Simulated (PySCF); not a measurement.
Species: C3H3ClO.
Numbering: `[CH2:1]=[CH:2][C:3](=[O:4])[Cl:5]` (hydrogens: H6, H7 on C1; H8 on C2)

Torsions of this conformer, `[CH2:1]=[CH:2][C:3](=[O:4])[Cl:5]`: C1–C2–C3–O4 2°.

The closed-shell ground state was solved at several levels (PySCF, density fitting, gas phase, non-relativistic). Isolated species at its PBE0-D3(BJ)/def2-SVP geometry (one conformer only).

| level | basis functions | total energy (Eh) | HOMO (eV) | LUMO (eV) | gap (eV) | dipole (D) |
| --- | --- | --- | --- | --- | --- | --- |
| mPW1PW91/pcSseg-2 | 229 | -651.5960 | -8.68 | -2.43 | 6.25 | 3.22 |
| KT3/pcSseg-2 | 229 | -657.6001 | -7.27 | -3.31 | 3.96 | 3.12 |
| B97-D/pcSseg-2 | 229 | -651.5233 | -7.13 | -3.27 | 3.86 | 3.13 |
| PBE/pcSseg-2 | 229 | -651.2200 | -7.13 | -3.37 | 3.76 | 3.07 |
| PBE0/pcSseg-2 | 229 | -651.2526 | -8.65 | -2.42 | 6.23 | 3.22 |
| LDA/pcSseg-2 | 229 | -648.5514 | -7.32 | -3.62 | 3.70 | 3.12 |
| BLYP/pcSseg-2 | 229 | -651.5814 | -7.00 | -3.23 | 3.77 | 3.09 |
| KT2/pcSseg-2 | 229 | -658.1794 | -7.27 | -3.32 | 3.95 | 3.14 |
| OPBE/pcSseg-2 | 229 | -651.5159 | -7.10 | -3.29 | 3.81 | 3.07 |
| BP86/pcSseg-2 | 229 | -651.6788 | -7.23 | -3.45 | 3.78 | 3.10 |
| HF/pcSseg-2 | 229 | -649.7758 | -11.33 | 1.42 | 12.75 | 3.55 |

Q: Estimate the row for B3LYP/pcSseg-2, a basis of 229 functions; the other rows only guide the guess.

A: Total energy -651.6482 Eh, HOMO -8.39 eV, LUMO -2.63 eV, gap 5.76 eV, dipole 3.21 D.

Q: Over all these levels, which gives the widest orbital gap and which the narrowest?

A: HF/pcSseg-2 (Hartree–Fock, all exact exchange) has the widest, 12.75 eV, and LDA/pcSseg-2 (LDA) the narrowest, 3.70 eV. From the narrowest to the widest the HOMO moves by -4.01 eV and the LUMO by +5.04 eV.

Q: In the pcSseg-2 basis, how does the gap go with the fixed share of exact exchange?

A: LDA (0 %) 3.70 eV; PBE (0 %) 3.76 eV; BLYP (0 %) 3.77 eV; BP86 (0 %) 3.78 eV; OPBE (0 %) 3.81 eV; B97-D (0 %) 3.86 eV; KT2 (0 %) 3.95 eV; KT3 (0 %) 3.96 eV; B3LYP (20 %) 5.76 eV; PBE0 (25 %) 6.23 eV; mPW1PW91 (25 %) 6.25 eV; HF (100 %) 12.75 eV. Each rise in the share widens the gap here.

Q: How far do the dipole and the HOMO energy spread over the levels?

A: The dipole runs from 3.07 to 3.55 D (mean 3.17 D) and the HOMO from -11.33 to -7.00 eV.

B97-D is run here without its empirical dispersion term; that term would change no orbital, density or response property at a fixed geometry.
